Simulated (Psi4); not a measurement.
# Li2 (lithium dimer) at 5 levels

We compute a comparison of 5 runs (BLYP/aug-cc-pVTZ, SVWN5/aug-cc-pVTZ, revPBE/aug-cc-pVTZ, MP2/aug-cc-pVTZ, CCSD/aug-cc-pVTZ) of Li2 (lithium dimer). 

The results are computed with Psi4 1.11.

1 further run of the same task is left out (it didn't finish).

## 1. The structure to begin with

Li2 has 2 atoms, charge 0, and is taken as a singlet. SMILES: `[Li][Li]`. The Li1–Li2 distance was set to 5.880 Å, away from the relaxed value.

## 2. Energy and forces at BLYP/aug-cc-pVTZ (run 1)

input.in

```
memory 1600 MB

molecule {
  0 1
  Li     0.000000     0.000000    -3.207500
  Li     0.000000     0.000000     2.672900
  units angstrom
  symmetry c1
}

set basis aug-cc-pVTZ
set puream true
set e_convergence 1e-09
set d_convergence 1e-08
set scf_type pk
set dft_radial_points 99
set dft_spherical_points 590

gradient("blyp")
```

Run with:

```sh
$ psi4 -n 1 input.in input.out
```

input.out:

```text
[...]
  Running in c1 symmetry.
[...]
  Nuclear repulsion =    0.809910022452554
[...]
  Multiplicity = 1
[...]
  Nalpha       = 3
  Nbeta        = 3
[...]
    Number of basis functions: 92
[...]
   @RKS iter   1:   -14.95098197101690   -1.23826e-01   4.02708e-04 ADIIS/DIIS
[...]
   @RKS iter   9:   -14.95552074315668   -4.70575e-11   2.62886e-10 DIIS
[...]
    Orbital Energies [Eh]
    ---------------------
    Doubly Occupied:
       1A     -1.913039     2A     -1.913003     3A     -0.104401
    Virtual:
       4A     -0.096010     5A     -0.043593     6A     -0.037989
       7A     -0.037989     8A     -0.030231     9A     -0.030231
      10A     -0.018864    11A     -0.001377    12A      0.005815
      13A      0.010488    14A      0.010488    15A      0.013323
      16A      0.015042    17A      0.015042    18A      0.022129
      19A      0.051710    20A      0.051710    21A      0.054811
      22A      0.054811    23A      0.065268    24A      0.068204
      25A      0.068204    26A      0.068733    27A      0.073270
[...]
  @RKS Final Energy:   -14.95552074315668
   => Energetics <=
    Nuclear Repulsion Energy =              0.8099100224525543
    One-Electron Energy =                 -21.0401792375252192
    Two-Electron Energy =                   8.8982828782916759
    DFT Exchange-Correlation Energy =      -3.6235344063756885
    Empirical Dispersion Energy =           0.0000000000000000
    VV10 Nonlocal Energy =                  0.0000000000000000
    Total Energy =                        -14.9555207431566757
[...]
 Multipole Moments:
 ------------------------------------------------------------------------------------
     Multipole            Electronic (a.u.)      Nuclear  (a.u.)        Total (a.u.)
 ------------------------------------------------------------------------------------
 L = 1.  Multiply by 2.5417464519 to convert [e a0] to [Debye]
 Dipole X            :         -0.0000000            0.0000000           -0.0000000
 Dipole Y            :         -0.0000000            0.0000000           -0.0000000
 Dipole Z            :         -0.0000000            0.0000000           -0.0000000
 Magnitude           :                                                    0.0000000
[...]
  -Total Gradient:
     Atom            X                  Y                   Z
    ------   -----------------  -----------------  -----------------
       1        0.000000000000     0.000000000000    -0.003397265416
       2        0.000000000000    -0.000000000000     0.003397265416
[...]
```

It took 33 s on 1 thread of Intel Xeon at 2.50GHz (Skylake/Cascade Lake), shared host; peak memory 0.73 GiB.

## 3. Energy and forces at SVWN5/aug-cc-pVTZ (run 2)

li2.dat

```
memory 1600 MB

molecule m {
  0 1
  Li
  Li 1 5.8804
  symmetry c1
  no_reorient
  no_com
}

set {
  basis                aug-cc-pVTZ
  reference            rks
  puream               true
  e_convergence        1e-09
  d_convergence        1e-08
  scf_type             pk
  dft_radial_points    99
  dft_spherical_points 590
}

e_tot, wfn = gradient('scf', dft_functional={"name": "SVWN5", "x_functionals": {"LDA_X": {}}, "c_functionals": {"LDA_C_VWN": {}}}, return_wfn=True)
oeprop(wfn, 'DIPOLE', 'MAYER_INDICES', 'LOWDIN_CHARGES')
print_variables()
```

Run with:

```sh
$ psi4 li2.dat li2.out -n 1
```

li2.out:

```text
[...]
  Running in c1 symmetry.
[...]
  Nuclear repulsion =    0.809910022452554
[...]
  Multiplicity = 1
[...]
  Nalpha       = 3
  Nbeta        = 3
[...]
    Number of basis functions: 92
[...]
   @RKS iter   1:   -14.67592403244336   -1.20880e-01   3.25467e-04 ADIIS/DIIS
[...]
   @RKS iter   9:   -14.68018541452770   -7.03555e-10   3.02216e-10 DIIS
[...]
    Orbital Energies [Eh]
    ---------------------
    Doubly Occupied:
       1A     -1.880554     2A     -1.880531     3A     -0.109565
    Virtual:
       4A     -0.100212     5A     -0.050710     6A     -0.044329
       7A     -0.044329     8A     -0.035560     9A     -0.035560
      10A     -0.022731    11A     -0.000570    12A      0.007777
      13A      0.012519    14A      0.012519    15A      0.014351
      16A      0.018005    17A      0.018005    18A      0.024573
      19A      0.041713    20A      0.041713    21A      0.047764
      22A      0.047764    23A      0.062291    24A      0.062291
      25A      0.064849    26A      0.065171    27A      0.071656
[...]
  @RKS Final Energy:   -14.68018541452770
   => Energetics <=
    Nuclear Repulsion Energy =              0.8099100224525543
    One-Electron Energy =                 -20.9714543190303040
    Two-Electron Energy =                   8.7848566124636189
    DFT Exchange-Correlation Energy =      -3.3034977304135666
    Empirical Dispersion Energy =           0.0000000000000000
    VV10 Nonlocal Energy =                  0.0000000000000000
    Total Energy =                        -14.6801854145276955
[...]
  -Total Gradient:
     Atom            X                  Y                   Z
    ------   -----------------  -----------------  -----------------
       1        0.000000000000     0.000000000000    -0.004205223210
       2        0.000000000000    -0.000000000000     0.004205223210
[...]
 Multipole Moments:
 ------------------------------------------------------------------------------------
     Multipole            Electronic (a.u.)      Nuclear  (a.u.)        Total (a.u.)
 ------------------------------------------------------------------------------------
 L = 1.  Multiply by 2.5417464519 to convert [e a0] to [Debye]
 Dipole X            :          0.0000000            0.0000000            0.0000000
 Dipole Y            :         -0.0000000            0.0000000           -0.0000000
 Dipole Z            :          0.0000000            0.0000000            0.0000000
 Magnitude           :                                                    0.0000000
[...]
```

It took 28 s on 1 thread of Intel Xeon at 2.50GHz (Skylake/Cascade Lake), shared host; peak memory 0.5 GiB.

Run 3 isn't shown in full; the table further down has it.

## 4. The energy at MP2/aug-cc-pVTZ (run 4)

li2.json

```json
{
  "schema_name": "qcschema_input",
  "schema_version": 1,
  "molecule": {
    "schema_name": "qcschema_molecule",
    "schema_version": 2,
    "symbols": ["Li", "Li"],
    "geometry": [0.0, 0.0, -6.06129654, 0.0, 0.0, 5.05104896],
    "molecular_charge": 0,
    "molecular_multiplicity": 1,
    "fix_symmetry": "c1"
  },
  "driver": "energy",
  "model": {
    "method": "mp2",
    "basis": "aug-cc-pVTZ"
  },
  "keywords": {
    "reference": "rhf",
    "puream": true,
    "e_convergence": 1e-09,
    "d_convergence": 1e-08,
    "scf_type": "pk",
    "num_frozen_docc": 0,
    "mp2_type": "conv"
  }
}
```

Run with:

```sh
$ psi4 --qcschema li2.json -n 1 --memory 1600MB
```

stdout:

```text
[...]
  Running in c1 symmetry.
[...]
  Nuclear repulsion =    0.809910023045990
[...]
  Multiplicity = 1
[...]
  Nalpha       = 3
  Nbeta        = 3
[...]
    Number of basis functions: 92
[...]
   @RHF iter   1:   -14.81430237093027   -1.77737e-01   2.12538e-04 ADIIS/DIIS
[...]
   @RHF iter   7:   -14.81630557970466   -8.34390e-11   4.02486e-09 DIIS
[...]
    Orbital Energies [Eh]
    ---------------------
    Doubly Occupied:
       1A     -2.510885     2A     -2.510884     3A     -0.138943
    Virtual:
       4A     -0.036284     5A      0.012792     6A      0.013816
       7A      0.013816     8A      0.019597     9A      0.021976
      10A      0.021976    11A      0.031435    12A      0.038940
      13A      0.043453    14A      0.046519    15A      0.046519
      16A      0.055719    17A      0.055719    18A      0.069041
      19A      0.108970    20A      0.108970    21A      0.109831
      22A      0.109831    23A      0.123017    24A      0.123017
      25A      0.125150    26A      0.128173    27A      0.145141
[...]
  @RHF Final Energy:   -14.81630557970466
   => Energetics <=
    Nuclear Repulsion Energy =              0.8099100230459897
    One-Electron Energy =                 -20.9310063864698748
    Two-Electron Energy =                   5.3047907837192287
    Total Energy =                        -14.8163055797046557
[...]
 Multipole Moments:
 ------------------------------------------------------------------------------------
     Multipole            Electronic (a.u.)      Nuclear  (a.u.)        Total (a.u.)
 ------------------------------------------------------------------------------------
 L = 1.  Multiply by 2.5417464519 to convert [e a0] to [Debye]
 Dipole X            :         -0.0000000            0.0000000           -0.0000000
 Dipole Y            :         -0.0000000            0.0000000           -0.0000000
 Dipole Z            :         -0.0000000            0.0000000           -0.0000000
 Magnitude           :                                                    0.0000000
[...]
	SCS-MP2 Total Energy (a.u.)        :   -14.87715970432442
	SOS-MP2 Total Energy (a.u.)        :   -14.87710003090971
	SCSN-MP2 Total Energy (a.u.)       :   -14.81662065533434
[...]
	SOS-PI-MP2 Total Energy (a.u.)     :   -14.88723243944389
[...]
	MP2 Total Energy (a.u.)            :   -14.86714664261967
[...]
```

The result, in JSON:

```text
{
 "driver": "energy",
 "model": {
  "method": "mp2",
  "basis": "aug-cc-pVTZ"
 },
 "success": true,
 "return_result": -14.867146642619673,
 "properties": {
  "calcinfo_nbasis": 92,
  "calcinfo_nmo": 92,
  "calcinfo_nalpha": 3,
  "calcinfo_nbeta": 3,
  "calcinfo_natom": 2,
  "nuclear_repulsion_energy": 0.8099100230459897,
  "return_energy": -14.867146642619673,
  "scf_one_electron_energy": -20.931006386469875,
  "scf_two_electron_energy": 5.304790783719229,
  "scf_dipole_moment": [-4.015352325588698e-16, -1.7090009972297475e-14, -9.325873406851315e-14],
  "scf_total_energy": -14.816305579704656,
  "scf_iterations": 7,
  "mp2_same_spin_correlation_energy": -0.00017902024413742282,
  "mp2_opposite_spin_correlation_energy": -0.050662042670880175,
  "mp2_singles_energy": 0.0,
  "mp2_doubles_energy": -0.050841062915017596,
  "mp2_correlation_energy": -0.05084106291501733,
  "mp2_total_energy": -14.867146642619673
 }
}
```

Run time: 14 s. Hardware: 1 thread of Intel Xeon at 2.50GHz (Skylake/Cascade Lake), shared host; peak memory 0.54 GiB.

## 5. The energy at CCSD/aug-cc-pVTZ (run 5)

li2.xyz

```xyz
2
Li2
Li     0.000000     0.000000    -3.207500
Li     0.000000     0.000000     2.672900
```

run.py

```python
import psi4

psi4.set_memory('1600 MB')
psi4.set_num_threads(1)
psi4.core.set_output_file('run.log', False)

with open('li2.xyz') as f:
    atoms = ''.join(f.readlines()[2:])
mol = psi4.geometry('0 1\n' + atoms + 'symmetry c1')

options = {'basis': 'aug-cc-pVTZ', 'reference': 'rhf', 'puream': True, 'e_convergence': 1e-09, 'd_convergence': 1e-08, 'scf_type': 'pk', 'num_frozen_docc': 0}
psi4.set_options(options)

energy_value, wavefunction = psi4.energy('ccsd', return_wfn=True)
print(f'ccsd energy: {energy_value:.10f} Eh')
```

Run with:

```sh
$ python run.py
```

run.log:

```text
[...]
  Running in c1 symmetry.
[...]
  Nuclear repulsion =    0.809910022452554
[...]
  Multiplicity = 1
[...]
  Nalpha       = 3
  Nbeta        = 3
[...]
    Number of basis functions: 92
[...]
   @RHF iter   1:   -14.81430237087342   -1.77737e-01   2.12538e-04 ADIIS/DIIS
[...]
   @RHF iter   7:   -14.81630557964206   -8.34568e-11   4.02486e-09 DIIS
[...]
    Orbital Energies [Eh]
    ---------------------
    Doubly Occupied:
       1A     -2.510885     2A     -2.510884     3A     -0.138943
    Virtual:
       4A     -0.036284     5A      0.012792     6A      0.013816
       7A      0.013816     8A      0.019597     9A      0.021976
      10A      0.021976    11A      0.031435    12A      0.038940
      13A      0.043453    14A      0.046519    15A      0.046519
      16A      0.055719    17A      0.055719    18A      0.069041
      19A      0.108970    20A      0.108970    21A      0.109831
      22A      0.109831    23A      0.123017    24A      0.123017
      25A      0.125150    26A      0.128173    27A      0.145141
[...]
  @RHF Final Energy:   -14.81630557964206
   => Energetics <=
    Nuclear Repulsion Energy =              0.8099100224525543
    One-Electron Energy =                 -20.9310063851089687
    Two-Electron Energy =                   5.3047907830143579
    Total Energy =                        -14.8163055796420551
[...]
 Multipole Moments:
 ------------------------------------------------------------------------------------
     Multipole            Electronic (a.u.)      Nuclear  (a.u.)        Total (a.u.)
 ------------------------------------------------------------------------------------
 L = 1.  Multiply by 2.5417464519 to convert [e a0] to [Debye]
 Dipole X            :          0.0000000            0.0000000            0.0000000
 Dipole Y            :         -0.0000000            0.0000000           -0.0000000
 Dipole Z            :          0.0000000            0.0000000            0.0000000
 Magnitude           :                                                    0.0000000
[...]
      * MP2 total energy                      =  -14.867146642583405
[...]
      * CCSD total energy                     =  -14.893184659415571
```

Standard output:

```text
ccsd energy: -14.8931846594 Eh
```

Wall time 41 s (1 thread of Intel Xeon at 2.50GHz (Skylake/Cascade Lake), shared host); peak memory 1.2 GiB.

## 6. Overview of the runs

| run | level | properties | task | energy (Eh) | dipole moment (D) | HOMO energy (eV) | LUMO energy (eV) | wall time |
| --- | --- | --- | --- | --- | --- | --- | --- | --- |
| 1 | BLYP/aug-cc-pVTZ | – | gradient | -14.955521 | 0.00 | -2.84 | -2.61 | 33 s |
| 2 | SVWN5/aug-cc-pVTZ | (dipole, mayer, lowdin) | gradient | -14.680185 | 0.00 | -2.98 | -2.73 | 28 s |
| 3 | revPBE/aug-cc-pVTZ | – | energy | -14.961165 | 0.00 | -2.98 | -2.73 | 15 s |
| 4 | MP2/aug-cc-pVTZ | – | energy | -14.867147 | – | -3.78 | -0.99 | 14 s |
| 5 | CCSD/aug-cc-pVTZ | – | energy | -14.893185 | – | -3.78 | -0.99 | 41 s |

## 7. What came out

```
                                    quantity         value
                         run 5: total energy  -14.89318 Eh
  run 5: HOMO energy (Hartree–Fock orbitals)      -3.78 eV
  run 5: LUMO energy (Hartree–Fock orbitals)      -0.99 eV
run 5: HOMO–LUMO gap (Hartree–Fock orbitals)       2.79 eV
                   run 5: correlation energy     -76.9 mEh
                        run 5: T1 diagnostic         0.066
```

In words: Over runs 1, 2, 3 the HOMO–LUMO gap runs from 0.23 eV (BLYP/aug-cc-pVTZ) to 0.25 eV (SVWN5/aug-cc-pVTZ). Totals of different functionals can't be ranked against each other. In run 5 the T1 diagnostic is large, so a single reference may not serve. All runs together took 2.2 min, the longest 41 s.
